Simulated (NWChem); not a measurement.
**Ionisation of tetrafluoromethane (CF$_{4}$)**

```xyz
5

F      1.0742     0.0000    -0.7596
C      0.0000     0.0000     0.0000
F     -1.0742     0.0000    -0.7596
F      0.0000    -1.0742     0.7596
F      0.0000     1.0742     0.7596
```
Charge 0, spin multiplicity 1.

The numbers come from NWChem runs, not from measurements. The geometry was optimised at PBE0/def2-SVP, a minimum by its harmonic frequencies.

Basis set: def2-SVPD. −ε marks an orbital energy of the parent.

B3LYP has NWChem's definition, with VWN1-RPA local correlation.

For the first vertical ionisation energy, −ε(HOMO) of B3LYP gives 12.46 eV and −ε(HOMO) of PBE gives 10.51 eV. What do −ε(HOMO) of HF, −ε(HOMO) of TPSS, −ε(HOMO) of M06-2X give?

−ε(HOMO) of HF: 18.80 eV; −ε(HOMO) of TPSS: 10.64 eV; −ε(HOMO) of M06-2X: 14.98 eV.
